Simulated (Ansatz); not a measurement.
Cost and result for the atomization energy of C₄H₈O, SMILES `C=CCCO` (13 atoms, 12 bonds).

```xyz
13

C    -0.8721   -1.8224   -0.5130
C    -0.6438   -0.5207   -0.6213
C     0.6845    0.1349   -0.4424
C     0.7498    1.0176    0.8004
O    -0.1779    2.0810    0.7776
H    -0.0697   -2.5217   -0.2973
H    -1.8643   -2.2390   -0.6431
H    -1.4788    0.1377   -0.8562
H     1.4685   -0.6260   -0.3702
H     0.9080    0.7597   -1.3145
H     1.7367    1.4818    0.8651
H     0.6153    0.3980    1.6970
H    -1.0562    1.7192    0.9177
```

The species carries charge 0 and has multiplicity 1. Geometry: relaxed with PBE0-D4/def2-TZVP. It is one conformer, not always the lowest. Program: Ansatz. All runs use 4 threads of an Intel Xeon Platinum 8375C on a shared host. Times are those of one run each, without the atoms' runs, and a repeat can differ threefold. Electronic energies, without spin–orbit coupling; frozen cores. CCSD(T)/CBS adds CCSD(T) − MP2 in def2-TZVPP to the MP2 limit, and its time is that of the two runs behind it. T1 = 0.010. B3LYP takes the VWN-RPA correlation (the form of Gaussian; ORCA's B3LYP/G).

CCSD(T)/CBS is a level of theory with its own doubt, some kJ/mol a heavy atom from the limit and from the frozen cores, so smaller differences don't rank the functionals.

| level | functions | wall time | atomization (kcal/mol) | difference from CCSD(T)/CBS | per bond |
| --- | --- | --- | --- | --- | --- |
| PBE0-D4/def2-TZVPP | 267 | 1.9 s | 1259.2 | 7.1 | 0.6 |
| PBE-D4/def2-TZVPP (with forces) | 267 | 2 s | 1281.0 | 28.9 | 2.4 |
| r2SCAN-D4/def2-TZVPP (with forces) | 267 | 3.1 s | 1254.0 | 1.9 | 0.2 |
| B3LYP-D4/def2-TZVPP (with forces) | 267 | 3.4 s | 1252.5 | 0.4 | 0.0 |
| B2PLYP/def2-TZVPP | 267 | 4.3 s | 1240.7 | -11.4 | -0.9 |
| ωB97X-V/def2-TZVPP | 267 | 5.5 s | 1251.6 | -0.5 | 0.0 |
| ωB97M-V/def2-TZVPP (with forces) | 267 | 7.5 s | 1254.8 | 2.7 | 0.2 |
| MP2/def2-QZVPP | 525 | 20 s | 1258.0 | 5.9 | 0.5 |
| CCSD(T)/def2-TZVPP | 267 | 97 s | 1223.3 | -28.8 | -2.4 |
| CCSD(T)/CBS(def2) | – | 120 s | 1252.1 | 0.0 | 0.0 |

In def2-TZVPP, CCSD(T) changes the Hartree–Fock value by +300.5 kcal/mol (the triples alone add +17.4 kcal/mol) and MP2 by +318.4 kcal/mol; breaking electron pairs costs correlation energy, which Hartree–Fock lacks. From PBE to PBE0 (25 % exact exchange), in def2-TZVPP and without D4, the atomization energy moves by −21.0 kcal/mol: exact exchange takes away binding that semilocal exchange gives to molecules. The D4 term adds +8.1 kcal/mol with B3LYP and +4.3 kcal/mol with PBE0; it sums over pairs of atoms, weighted by their polarisabilities, and B3LYP, whose exchange is more repulsive, gets the larger term.
